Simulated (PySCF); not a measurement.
**P2H2 (phosphanylidenephosphane) at CCSDTQ/STO-3G**

What is the energy change on altering one bond length of P2H2 (phosphanylidenephosphane) at CCSDTQ/STO-3G? 

Program for the calculation: PySCF 2.14.0.

8 further runs of the same task are left out: 8 set aside as unsound or not needed.

## 1. The molecule

P2H2: 4 atoms, total charge 0, spin state singlet. As SMILES, `[H]/P=P/[H]`. The coordinates come from a GFN2-xTB relaxation.

Bond lengths: P1–P2 2.016 Å, P1–H3 1.403 Å, P2–H4 1.403 Å. Angles: P1–P2–H4 94.8°, P2–P1–H3 94.8°.

## 2. The energy at CCSDTQ/STO-3G

geometry.xyz reads:

```xyz
4
H2P2
P     -0.024370    -1.003630     0.088350
P      0.024420     1.003540    -0.088260
H      1.037260    -1.067570     1.003320
H     -1.037310     1.067660    -1.003410
```

run.py reads:

```python
from pyscf import gto, scf, cc

mol = gto.M(
    atom='geometry.xyz',
    basis='sto-3g',
    max_memory=1860,
    verbose=3,
)

calc0 = scf.RHF(mol)
calc0.conv_tol = 1e-10
calc0.kernel()
if not calc0.converged:
    calc0 = calc0.newton().run(calc0.mo_coeff, calc0.mo_occ)

mycc = cc.CCSDTQ(calc0, frozen=10)
mycc.kernel()
etot = mycc.e_tot
print(f'total energy: {etot:.8f} hartree')
```

The run is started by

```
$ OMP_NUM_THREADS=1 python run.py
```

The log of the run:

```text
converged SCF energy = -674.920235966183
_make_eris_incore_RCCSDTQ

WARN: A large `blksize` is being used, which may cause large memory consumption
      for storing contraction intermediates. If memory is sufficient, consider using
      `pyscf.cc.rccsdtq_highm.RCCSDTQ` instead.

RCCSDTQ converged
E(RCCSDTQ) = -675.0521688343168   E_corr = -0.1319328681339418
E_corr(same-spin) = -0.0100039377728782
E_corr(oppo-spin) = -0.121928930361064
total energy: -675.05216883 hartree
```

Wall time 1.8 s (1 thread of AMD EPYC 9R45 (Zen 5), shared host); peak memory 0.11 GiB.

## 3. The distorted shape

job.py reads:

```python
from pyscf import gto, cc

molecule = gto.Mole()
molecule.atom = 'P -0.236726 -0.990840 -0.094670; P -0.187936 1.016330 -0.271280; H 1.037260 -1.067570 1.003320; H -1.249666 1.080450 -1.186430'
molecule.spin = 0
molecule.basis = 'sto-3g'
molecule.verbose = 3
molecule.max_memory = 1860
molecule.build()

hf = molecule.RHF()
hf.conv_tol = 1e-10
hf.kernel()
if not hf.converged:
    hf = hf.newton().run(hf.mo_coeff, hf.mo_occ)

mycc = cc.CCSDTQ(hf, frozen=10)
mycc.kernel()
energy = mycc.e_tot
print('E(%s) = %.9f' % ('CCSDTQ', energy))
```

The run is started by

```
$ OMP_NUM_THREADS=1 python job.py
```

The log of the run:

```text
converged SCF energy = -674.884412255213
_make_eris_incore_RCCSDTQ

WARN: A large `blksize` is being used, which may cause large memory consumption
      for storing contraction intermediates. If memory is sufficient, consider using
      `pyscf.cc.rccsdtq_highm.RCCSDTQ` instead.

RCCSDTQ converged
E(RCCSDTQ) = -675.029914195699   E_corr = -0.1455019404864614
E_corr(same-spin) = -0.010250589131369
E_corr(oppo-spin) = -0.135251351355092
E(CCSDTQ) = -675.029914196
```

It took 2.3 s on 1 thread of AMD EPYC 9R45 (Zen 5), shared host; peak memory 0.13 GiB.

## 4. Summary of results

At CCSDTQ/STO-3G, 10 core orbitals frozen:

```
                                                         quantity          value
                                        first shape: total energy  -675.05217 Eh
                first shape: dipole moment (Hartree–Fock density)         0.00 D
                 first shape: HOMO energy (Hartree–Fock orbitals)       -5.86 eV
                 first shape: LUMO energy (Hartree–Fock orbitals)        4.98 eV
               first shape: HOMO–LUMO gap (Hartree–Fock orbitals)       10.84 eV
        first shape: correlation energy (10 core orbitals frozen)     -131.9 mEh
                                       first shape: T1 diagnostic          0.006
                                    distorted shape: total energy  -675.02991 Eh
            distorted shape: dipole moment (Hartree–Fock density)         0.44 D
             distorted shape: HOMO energy (Hartree–Fock orbitals)       -5.92 eV
             distorted shape: LUMO energy (Hartree–Fock orbitals)        4.92 eV
           distorted shape: HOMO–LUMO gap (Hartree–Fock orbitals)       10.84 eV
    distorted shape: correlation energy (10 core orbitals frozen)     -145.5 mEh
                                   distorted shape: T1 diagnostic          0.008
energy change with the P1–H3 bond stretched from 1.403 to 1.684 Å       0.606 eV
```

With the P1–H3 bond stretched from 1.403 to 1.684 Å the energy rises by 0.61 eV (14.0 kcal/mol). The first shape isn't relaxed at this level, so the change isn't measured from a minimum. The minimal basis adds a large error of its own.
